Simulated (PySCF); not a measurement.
# C2H4O3S: the cost of one run

The runs use PySCF 2.14.0, with density-fitted response routines of our own; the level of theory stands in each step. All values are computed, except where a source is named. Atoms count from 0, in the outputs and in this text.

**1. The molecule as given**

10 atoms, charge 0, multiplicity 1; geometry from: MMFF94s. The atoms were then displaced at random by about 0.03 Å, so the start is not that level's minimum.

Bonds of the start (Å): C0–C1 1.35, C1–S2 1.77, S2–O3 1.43, S2–O4 1.43, S2–O5 1.61, C0–H6 1.12, C0–H7 1.10, C1–H8 1.14, O5–H9 0.95.

**2. Geometry optimisation at PBE0-D3(BJ)/def2-SVP**

Job settings and geometry (Å):

```
{"job": {"xc": "PBE0", "basis": "def2-SVP", "d3": "d3bj", "grid": 1, "shake": 0.03, "kind": "geom"}, "charge": 0, "multiplicity": 1}
C      1.573560     0.438030    -0.306890
C      0.710250    -0.138570     0.551940
S     -0.915840    -0.664630     0.084630
O     -0.806730    -1.021080    -1.297660
O     -1.399420    -1.535850     1.110500
O     -1.652720     0.761640     0.195400
H      1.221470     0.709330    -1.337740
H      2.550520     0.864360    -0.046720
H      1.035860    -0.313750     1.629820
H     -2.192300     0.823760    -0.578860
```

Started as:

```sh
> OMP_NUM_THREADS=1 python probes_run.py task.json out
```

One launch serves the whole session: the jobs run in the order shown.

**Question.** How long does this first job take on 1 thread of Intel Xeon Platinum 8375C at 2.90GHz, shared host, and how much memory does it need?

About 51 s, with a peak of 0.45 GiB.
